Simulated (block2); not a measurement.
# S2F2 (Thio-thionyl fluoride): DMRG/STO-6G

What is the vertical ionisation energy of S2F2 (Thio-thionyl fluoride) at DMRG/STO-6G? Input form: a Python script.

Program for the calculation: block2 0.5.4.

1 further run of the same task is left out (set aside as unsound or not needed). Runs told in other sessions of the task aren't counted.

**1. The molecule**

The species is S2F2 (4 atoms), meant as a singlet with charge 0. SMILES: `FS(F)=S`. The coordinates come from a PBE0-D4/def2-TZVP relaxation.

Bond lengths: F1–S2 1.606 Å, S2–F3 1.606 Å, S2–S4 1.859 Å. Angles: F1–S2–F3 92.0°, F1–S2–S4 107.9°, F3–S2–S4 107.9°.

**2. A single-point energy at DMRG/STO-6G**

Input file mol.xyz:

```xyz
4
F2S2
F      0.734930     0.336790     1.199050
S     -0.480890    -0.090070     0.240730
F      0.313460    -1.382440    -0.286190
S     -0.567510     1.135710    -1.153590
```

Input file run_dmrg.py:

```python
import numpy as np
from pyscf import cc, dft, gto, mp, scf
from pyblock2._pyscf.ao2mo import integrals as itg
from pyblock2.driver.core import DMRGDriver, SymmetryTypes
from scipy.stats import linregress

mol = gto.M(atom="mol.xyz", basis="sto-6g", spin=0, verbose=4)
print("basis functions          = %d" % (mol.nao))
mf = scf.UHF(mol)
mf.conv_tol = 1e-10
mf.max_cycle = 200
mf.kernel()
if not mf.converged:
    mf = mf.newton().run(mf.mo_coeff, mf.mo_occ)
# follow internal instabilities down to a minimum
for _ in range(5):
    mo, _, ok, _ = mf.stability(return_status=True)
    if ok:
        break
    mf.kernel(mf.make_rdm1(mo, mf.mo_occ))
print(f"SCF energy               = {mf.e_tot:.10f}")
print("reference S^2            = %.4f" % (mf.spin_square()[0]))
# MP2, CCSD and CCSD(T) with the same frozen core
ref = mf
pt = mp.MP2(ref, frozen=12).run()
mycc = cc.CCSD(ref, frozen=12)
mycc.max_cycle = 150
mycc.kernel()
print("E(MP2)                   = %.10f" % (pt.e_tot))
if mycc.converged:
    print(f"E(CCSD)                  = {mycc.e_tot:.10f}")
    print(f"CCSD(T) total energy     = {mycc.e_tot + mycc.ccsd_t():.10f}")
# a few density functionals on the same geometry and basis
ks = dft.UKS(mol, xc="lda,vwn5").set(conv_tol=1e-9, verbose=3).run(mf.make_rdm1())
if ks.converged:
    print(f"E(SVWN5)                 = {ks.e_tot:.8f}")
ks = dft.UKS(mol, xc="b3lyp").set(conv_tol=1e-9, verbose=3).run(mf.make_rdm1())
if ks.converged:
    print("E(B3LYP)                 = %.8f" % (ks.e_tot))
ks = dft.UKS(mol, xc="bhandhlyp").set(conv_tol=1e-9, verbose=3).run(mf.make_rdm1())
if ks.converged:
    print("E(BHLYP)                 = %.8f" % (ks.e_tot))
ncas, n_elec, spin, ecore, h1e, g2e, orb_sym = itg.get_uhf_integrals(mf, ncore=12, ncas=16, pg_symm=False, g2e_symm=8)
dmrg = DMRGDriver(scratch="./tmp", symm_type=SymmetryTypes.SZ, stack_mem=1500 << 20, n_threads=1)
dmrg.initialize_system(n_sites=ncas, n_elec=n_elec, spin=spin, orb_sym=orb_sym)
mpo = dmrg.get_qc_mpo(h1e=h1e, g2e=g2e, ecore=ecore, iprint=1)
psi = dmrg.get_random_mps(tag="GS", bond_dim=37, nroots=1)
bond_dims = [37] * 4 + [75] * 2 + [150] * 4
noises = [0.0001] * 4 + [0.0001] * 2 + [1e-05] * 4 + [0]
thrds = [1e-09] * 10
e = dmrg.dmrg(mpo, psi, n_sweeps=16, tol=1e-06, bond_dims=bond_dims, noises=noises, thrds=thrds, iprint=1)
ms, dws, es = dmrg.get_dmrg_results()
print("discarded weight         = %.3e" % (dws[-1]))
print("E(final)                 = %.10f" % (e))
dm1 = dmrg.get_1pdm(psi)
print("natural occupations      =", np.round(np.concatenate([np.linalg.eigvalsh(x)[::-1] for x in dm1]), 5).tolist())
print("orbital entropies        =", np.round(dmrg.get_orbital_entropies(psi, orb_type=1), 4).tolist())
print("max block entropy        = %.4f" % (max(dmrg.get_bipartite_entanglement(psi))))
# reverse schedule: lower the bond dimension without noise and extrapolate in the discarded weight
psi = dmrg.adjust_mps(psi, dot=2)[0]
back = [90, 75, 60, 45]
dmrg.dmrg(mpo, psi, n_sweeps=4 * len(back), tol=0, bond_dims=[m for m in back for _ in range(4)], noises=[0] * (4 * len(back)), thrds=[1e-9] * (4 * len(back)), iprint=1)
ms, dws, es = dmrg.get_dmrg_results()
ms, dws, es = ms[3::4], dws[3::4], np.array(es)[3::4, 0]
fit = linregress(dws, es)
print("M values                 =", np.round(ms, 1).tolist())
print("DW(M)                    =", np.round(dws, 12).tolist())
print("E(M)                     =", np.round(es, 9).tolist())
print("E(DW -> 0)               = %.8f" % (fit.intercept))
print("extrapolation error      = %.3e" % (abs(fit.intercept - es.min()) / 5))
```

Command:

```console
$ python run_dmrg.py
```

Standard output:

```text
[INPUT] verbose = 4
[INPUT] num. atoms = 4
[INPUT] num. electrons = 50
[INPUT] charge = 0
[INPUT] spin (= nelec alpha-beta = 2S) = 0
[INPUT] symmetry False subgroup None
[INPUT] Mole.unit = angstrom
[INPUT] Symbol           X                Y                Z      unit          X                Y                Z       unit  Magmom
[INPUT]  1 F      0.734930000000   0.336790000000   1.199050000000 AA    1.388816420727   0.636440861492   2.265876109660 Bohr   0.0
[INPUT]  2 S     -0.480890000000  -0.090070000000   0.240730000000 AA   -0.908750396042  -0.170207632040   0.454913769967 Bohr   0.0
[INPUT]  3 F      0.313460000000  -1.382440000000  -0.286190000000 AA    0.592353551006  -2.612432983644  -0.540820719589 Bohr   0.0
[INPUT]  4 S     -0.567510000000   1.135710000000  -1.153590000000 AA   -1.072438472952   2.146180856930  -2.179969160037 Bohr   0.0

nuclear repulsion = 240.671041824325
number of shells = 16
number of NR pGTOs = 168
number of NR cGTOs = 28
basis = sto-6g
ecp = {}
CPU time:         1.36
basis functions          = 28

******** <class 'pyscf.scf.uhf.UHF'> ********
method = UHF
initial guess = minao
damping factor = 0
level_shift factor = 0
DIIS = <class 'pyscf.scf.diis.CDIIS'>
diis_start_cycle = 1
diis_space = 8
diis_damp = 0
SCF conv_tol = 1e-10
SCF conv_tol_grad = None
SCF max_cycles = 200
direct_scf = True
direct_scf_tol = 1e-13
chkfile to save SCF result = tmp10mud_vr
max_memory 1800 MB (current use 127 MB)
number electrons alpha = 25  beta = 25
Set gradient conv threshold to 1e-05
[... 61 lines left out ...]
converged SCF energy = -990.069303806436  <S^2> = 7.0954798e-11  2S+1 = 1
[... 2 lines left out ...]
SCF energy               = -990.0693038064
[... 23 lines left out ...]
Init t2, MP2 energy = -0.0894173614569577
[... 14 lines left out ...]
UCCSD converged
[... 4 lines left out ...]
CCSD(T) total energy     = -990.1921469184
[... 9 lines left out ...]
converged SCF energy = -987.944772731555  <S^2> = -3.5527137e-15  2S+1 = 1
[... 10 lines left out ...]
converged SCF energy = -992.048406611729  <S^2> = 0  2S+1 = 1
[... 10 lines left out ...]
converged SCF energy = -992.009746142054  <S^2> = 1.8829382e-13  2S+1 = 1
[... 1 line left out ...]
integral symmetrize error =  0.0
integral cutoff error =  0.0
[... 60 lines left out ...]
discarded weight         = 3.693e-05
E(final)                 = -990.1938969815
[... 16 lines left out ...]
Sweep =    4 | Direction =  forward | Bond dimension =   75 | Noise =  0.00e+00 | Dav threshold =  1.00e-09
Time elapsed =     35.113 | E =    -990.1925186719 | DE = 3.55e-04 | DW = 3.84030e-04

Sweep =    5 | Direction = backward | Bond dimension =   75 | Noise =  0.00e+00 | Dav threshold =  1.00e-09
Time elapsed =     39.997 | E =    -990.1922185708 | DE = 3.00e-04 | DW = 3.84096e-04

Sweep =    6 | Direction =  forward | Bond dimension =   75 | Noise =  0.00e+00 | Dav threshold =  1.00e-09
Time elapsed =     44.861 | E =    -990.1922076379 | DE = 1.09e-05 | DW = 2.97711e-04

Sweep =    7 | Direction = backward | Bond dimension =   75 | Noise =  0.00e+00 | Dav threshold =  1.00e-09
Time elapsed =     49.767 | E =    -990.1922076378 | DE = 1.26e-10 | DW = 2.97712e-04

Sweep =    8 | Direction =  forward | Bond dimension =   60 | Noise =  0.00e+00 | Dav threshold =  1.00e-09
Time elapsed =     53.986 | E =    -990.1916777237 | DE = 5.30e-04 | DW = 6.61522e-04

Sweep =    9 | Direction = backward | Bond dimension =   60 | Noise =  0.00e+00 | Dav threshold =  1.00e-09
Time elapsed =     57.557 | E =    -990.1911596424 | DE = 5.18e-04 | DW = 6.39254e-04

Sweep =   10 | Direction =  forward | Bond dimension =   60 | Noise =  0.00e+00 | Dav threshold =  1.00e-09
Time elapsed =     61.134 | E =    -990.1911497583 | DE = 9.88e-06 | DW = 5.67199e-04

Sweep =   11 | Direction = backward | Bond dimension =   60 | Noise =  0.00e+00 | Dav threshold =  1.00e-09
Time elapsed =     64.710 | E =    -990.1911495969 | DE = 1.61e-07 | DW = 5.67069e-04

Sweep =   12 | Direction =  forward | Bond dimension =   45 | Noise =  0.00e+00 | Dav threshold =  1.00e-09
Time elapsed =     67.732 | E =    -990.1901138715 | DE = 1.04e-03 | DW = 1.02414e-03

Sweep =   13 | Direction = backward | Bond dimension =   45 | Noise =  0.00e+00 | Dav threshold =  1.00e-09
Time elapsed =     70.239 | E =    -990.1886817691 | DE = 1.43e-03 | DW = 8.15851e-04

Sweep =   14 | Direction =  forward | Bond dimension =   45 | Noise =  0.00e+00 | Dav threshold =  1.00e-09
Time elapsed =     72.753 | E =    -990.1886389551 | DE = 4.28e-05 | DW = 6.66610e-04

Sweep =   15 | Direction = backward | Bond dimension =   45 | Noise =  0.00e+00 | Dav threshold =  1.00e-09
Time elapsed =     75.228 | E =    -990.1886369323 | DE = 2.02e-06 | DW = 6.65700e-04

M values                 = [90, 75, 60, 45]
DW(M)                    = [0.000187194318, 0.000297711647, 0.000567068566, 0.000665700321]
E(M)                     = [-990.192873224, -990.192207638, -990.191149597, -990.188636932]
E(DW -> 0)               = -990.19449326
extrapolation error      = 3.240e-04
```

Wall time 3.4 min (1 thread of Arm Neoverse N1, shared host); peak memory 0.55 GiB.

**3. The doublet cation: a single-point energy at DMRG/STO-6G**

Input file block2_dmrg.py:

```python
import numpy as np
from pyscf import cc, dft, gto, mcscf, mp, scf
from pyblock2._pyscf.ao2mo import integrals as itg
from pyblock2.driver.core import DMRGDriver, SymmetryTypes

mol = gto.M(atom=[
    ("F", (0.734930, 0.336790, 1.199050)),
    ("S", (-0.480890, -0.090070, 0.240730)),
    ("F", (0.313460, -1.382440, -0.286190)),
    ("S", (-0.567510, 1.135710, -1.153590)),
], basis="sto-6g", charge=1, spin=1, verbose=4)
print("basis functions          = %d" % (mol.nao))
mf = scf.ROHF(mol)
mf.conv_tol = 1e-10
mf.max_cycle = 200
mf.kernel()
if not mf.converged:
    mf = mf.newton().run(mf.mo_coeff, mf.mo_occ)
print("E(HF)                    = %.10f" % (mf.e_tot))
ref = scf.UHF(mol).run(mf.make_rdm1(), conv_tol=1e-10)
pt = mp.MP2(ref, frozen=12).run()
mycc = cc.CCSD(ref, frozen=12)
mycc.max_cycle = 150
mycc.kernel()
print("E(MP2)                   = %.10f" % (pt.e_tot))
if mycc.converged:
    print(f"CCSD total energy        = {mycc.e_tot:.10f}")
    print("E(CCSD(T))               = %.10f" % (mycc.e_tot + mycc.ccsd_t()))
ks = dft.UKS(mol, xc="lda,vwn5").set(conv_tol=1e-9, verbose=3).run(mf.make_rdm1())
if ks.converged:
    print(f"E(SVWN5)                 = {ks.e_tot:.8f}")
ks = dft.UKS(mol, xc="b3lyp").set(conv_tol=1e-9, verbose=3).run(mf.make_rdm1())
if ks.converged:
    print(f"E(B3LYP)                 = {ks.e_tot:.8f}")
ks = dft.UKS(mol, xc="bhandhlyp").set(conv_tol=1e-9, verbose=3).run(mf.make_rdm1())
if ks.converged:
    print(f"E(BHLYP)                 = {ks.e_tot:.8f}")
occ_no, mo = mcscf.addons.make_natural_orbitals(mp.MP2(mf.to_uhf(), frozen=12).run())
mf.mo_coeff = mo
ncas, n_elec, spin, ecore, h1e, g2e, orb_sym = itg.get_rhf_integrals(mf, ncore=12, ncas=16, pg_symm=False, g2e_symm=1)
driver = DMRGDriver(scratch="./tmp", symm_type=SymmetryTypes.SU2, stack_mem=1500 << 20, n_threads=1)
idx = driver.orbital_reordering(h1e, g2e, method="gaopt")
print("orbital order:", idx.tolist())
h1e = h1e[np.ix_(idx, idx)]
g2e = g2e[np.ix_(idx, idx, idx, idx)]
orb_sym = np.array(orb_sym)[idx]
driver.initialize_system(n_sites=ncas, n_elec=n_elec, spin=spin, orb_sym=orb_sym)
mpo = driver.get_qc_mpo(h1e=h1e, g2e=g2e, ecore=ecore, iprint=0)
occs = np.array([1.8] * 12 + [1.0] * 1 + [0.2] * 3)[idx]
ket = driver.get_random_mps(tag="GS", bond_dim=50, nroots=1, occs=occs)
bond_dims = [50] * 2 + [100] * 2 + [200] * 2 + [400] * 2
noises = [0.001] * 2 + [0.0001] * 2 + [0.0001] * 2 + [1e-05] * 2 + [0]
thrds = [1e-08] * 8
e = driver.dmrg(mpo, ket, n_sweeps=14, tol=1e-06, bond_dims=bond_dims, noises=noises, thrds=thrds, iprint=1)
ms, dws, es = driver.get_dmrg_results()
print("max discarded weight     = %.3e" % (dws[-1]))
print(f"total energy             = {e:.10f}")
csf, coef = driver.get_csf_coefficients(ket, cutoff=0.08, iprint=1)
print(f"leading coefficient squared = {np.max(np.abs(coef)) ** 2:.4f}")
ci = mcscf.CASCI(mf, 16, (13, 12))
ci.fix_spin_(ss=0.75)
ci.fcisolver.conv_tol = 1e-10
ci.fcisolver.max_cycle = 200
ci.kernel()
print("exact diagonalisation    = %.10f" % (ci.e_tot))
```

Command:

```console
$ python block2_dmrg.py
```

Standard output:

```text
[INPUT] verbose = 4
[INPUT] num. atoms = 4
[INPUT] num. electrons = 49
[INPUT] charge = 1
[INPUT] spin (= nelec alpha-beta = 2S) = 1
[INPUT] symmetry False subgroup None
[INPUT] Mole.unit = angstrom
[INPUT] Symbol           X                Y                Z      unit          X                Y                Z       unit  Magmom
[INPUT]  1 F      0.734930000000   0.336790000000   1.199050000000 AA    1.388816420727   0.636440861492   2.265876109660 Bohr   0.0
[INPUT]  2 S     -0.480890000000  -0.090070000000   0.240730000000 AA   -0.908750396042  -0.170207632040   0.454913769967 Bohr   0.0
[INPUT]  3 F      0.313460000000  -1.382440000000  -0.286190000000 AA    0.592353551006  -2.612432983644  -0.540820719589 Bohr   0.0
[INPUT]  4 S     -0.567510000000   1.135710000000  -1.153590000000 AA   -1.072438472952   2.146180856930  -2.179969160037 Bohr   0.0

nuclear repulsion = 240.671041824325
number of shells = 16
number of NR pGTOs = 168
number of NR cGTOs = 28
basis = sto-6g
ecp = {}
CPU time:         0.83
basis functions          = 28

******** <class 'pyscf.scf.rohf.ROHF'> ********
method = ROHF
initial guess = minao
damping factor = 0
level_shift factor = 0
DIIS = <class 'pyscf.scf.diis.CDIIS'>
diis_start_cycle = 1
diis_space = 8
diis_damp = 0
SCF conv_tol = 1e-10
SCF conv_tol_grad = None
SCF max_cycles = 200
direct_scf = True
direct_scf_tol = 1e-13
chkfile to save SCF result = tmpdzd1gc6c
max_memory 1800 MB (current use 106 MB)
num. doubly occ = 24  num. singly occ = 1
Set gradient conv threshold to 1e-05
[... 25 lines left out ...]
converged SCF energy = -989.891624727356
[... 73 lines left out ...]
converged SCF energy = -989.892649303455  <S^2> = 0.75964683  2S+1 = 2.0096237
[... 22 lines left out ...]
Init t2, MP2 energy = -0.0857473205519508
[... 20 lines left out ...]
UCCSD converged
[... 2 lines left out ...]
CCSD total energy        = -990.0111813050
[... 11 lines left out ...]
converged SCF energy = -987.716325524414  <S^2> = 0.75169631  2S+1 = 2.0016956
[... 10 lines left out ...]
converged SCF energy = -991.819474593988  <S^2> = 0.75285328  2S+1 = 2.0028512
[... 10 lines left out ...]
converged SCF energy = -991.787512683479  <S^2> = 0.75368175  2S+1 = 2.0036784
[... 18 lines left out ...]
Sweep =    2 | Direction =  forward | Bond dimension =  100 | Noise =  1.00e-04 | Dav threshold =  1.00e-08
Time elapsed =      9.955 | E =    -990.0165944595 | DE = -1.83e-03 | DW = 1.09199e-05

Sweep =    3 | Direction = backward | Bond dimension =  100 | Noise =  1.00e-04 | Dav threshold =  1.00e-08
Time elapsed =     17.499 | E =    -990.0168360243 | DE = -2.42e-04 | DW = 2.34050e-05

Sweep =    4 | Direction =  forward | Bond dimension =  200 | Noise =  1.00e-04 | Dav threshold =  1.00e-08
Time elapsed =     35.575 | E =    -990.0171792201 | DE = -3.43e-04 | DW = 2.77220e-06

Sweep =    5 | Direction = backward | Bond dimension =  200 | Noise =  1.00e-04 | Dav threshold =  1.00e-08
Time elapsed =     63.238 | E =    -990.0172314092 | DE = -5.22e-05 | DW = 4.91359e-06

Sweep =    6 | Direction =  forward | Bond dimension =  400 | Noise =  1.00e-05 | Dav threshold =  1.00e-08
Time elapsed =    137.966 | E =    -990.0172779250 | DE = -4.65e-05 | DW = 1.27751e-07

Sweep =    7 | Direction = backward | Bond dimension =  400 | Noise =  1.00e-05 | Dav threshold =  1.00e-08
Time elapsed =    235.099 | E =    -990.0172806171 | DE = -2.69e-06 | DW = 2.64518e-07

Sweep =    8 | Direction =  forward | Bond dimension =  400 | Noise =  0.00e+00 | Dav threshold =  1.00e-07
Time elapsed =    304.970 | E =    -990.0172814517 | DE = -8.35e-07 | DW = 1.97530e-07

max discarded weight     = 1.975e-07
total energy             = -990.0172814517
mps center changed (temporarily)
DTRIE T =      0.006
Number of CSF =          4 (cutoff =      0.08)
Sum of weights of included CSF =    0.901362916407657

CSF          0 -022222002222222  =    0.934231470514647
CSF          1 -02222++--222222  =   -0.114395897864307
CSF          2 -022222200222222  =   -0.091649199731400
CSF          3 -022222020222222  =   -0.084193103328657
leading coefficient squared = 0.8728

******** <class 'pyscf.mcscf.casci.CASCI'> ********
CAS (13e+12e, 16o), ncore = 12, nvir = 0
natorb = False
canonicalization = True
sorting_mo_energy = False
max_memory 1800 MB (current use 403 MB)
******** <class 'pyscf.fci.addons.SpinPenaltyFCISolver'> ********
max. cycles = 200
conv_tol = 1e-10
davidson only = True
linear dependence = 1e-12
level shift = 0.001
max iter space = 12
max_memory 1800 MB
nroots = 1
pspace_size = 400
spin = None
Density matrix diagonal elements [1.99900667 1.99887631 1.99494597 1.99566546 1.99684481 1.9911197
 1.99163055 1.98670822 1.97416859 1.96324593 1.94302282 1.92731032
 1.01228503 0.09643583 0.08261328 0.04612052]
CASCI converged
CASCI E = -990.017282269305  E(CI) = -131.329266787729  S^2 = 0.7500000
exact diagonalisation    = -990.0172822693
```

Run time: 8.3 min. Hardware: 1 thread of Arm Neoverse N1, shared host; peak memory 1.6 GiB.

**4. Summary of results**

At DMRG/STO-6G, 12 core orbitals frozen:

| quantity | value |
| --- | --- |
| run 1, DMRG/STO-6G: total energy | -990.19390 Eh |
| doublet cation: total energy | -990.01728 Eh |
| vertical ionisation energy (to the doublet cation) | 4.806 eV |

In words: Removing an electron at fixed nuclei costs 4.81 eV (111 kcal/mol). In a minimal basis such a difference can be off by several eV, whatever the method.
